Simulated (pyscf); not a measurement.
Optimised with ωB97X-D3(BJ)/def2-SVP in PySCF.

Task: Estimate the classical barrier height and the reaction energy of `[OH2]` + `[OH][ZrH]([F])[F]` -> `[OH][Zr]([OH])([F])[F]` + `[H][H]` at ωB97M-D3(BJ)/def2-TZVP. The step runs on the singlet surface, breaks H–O, H–Zr and forms O–Zr, H–H; take the separated reactants as zero.

Result: ΔE‡ = -4.1 kcal/mol, ΔE = -36.8 kcal/mol. Zero-point energy shifts the barrier by -0.6 kcal/mol. It is a four-centre exchange, with an imaginary mode of 1056i cm⁻¹. On the reactant side the descent ends in an adduct with a O–Zr contact (not fully relaxed), 17.2 kcal/mol under the separated species and 10.8 kcal/mol under the saddle at ωB97X-D3(BJ)/def2-TZVP. At ωB97M-D3(BJ) the saddle lies under the separated reactants, which points to a path from their complex (located at ωB97X-D3(BJ) alone). What is counted as formed (O–Zr) is already present as a longer contact in the reactant adduct; forming that adduct is a step of its own. At the saddle there is also a short H–Zr contact that neither side keeps. At ωB97X-D3(BJ)/def2-TZVP the barrier from the zero used here is -6.4 kcal/mol. One saddle was located; it need not be the lowest between these sides. Elements past Kr carry the def2 core potentials, without spin-orbit coupling.
